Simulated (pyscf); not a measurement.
PySCF, gas phase, ωB97X-D3(BJ)/def2-SVP geometries.

SMILES: N[SiH](Br)Br
```xyz
7

N      1.0936    -0.1468    -0.2170
Si     0.1375     0.1348     1.1683
Br     0.4673    -1.3023     2.8347
Br    -1.9773    -0.0628     0.5671
H      2.0857     0.0688    -0.2055
H      0.8797    -0.9188    -0.8402
H      0.4092     1.4804     1.7135
```

Question: What is the homolytic dissociation enthalpy (298 K, ωB97M-D3(BJ)/def2-TZVP) of the N–Si bond of H₂N–SiH(Br)–Br, to NH₂• + Br–SiH•–Br?

Answer: N–Si to NH₂• + Br–SiH•–Br: 107.6 kcal/mol. The 7 functionals that were run give +99.5 (r²SCAN) to +107.6 kcal/mol (ωB97M-D3(BJ)). Elements up to Kr have no core potential and no relativistic terms here.
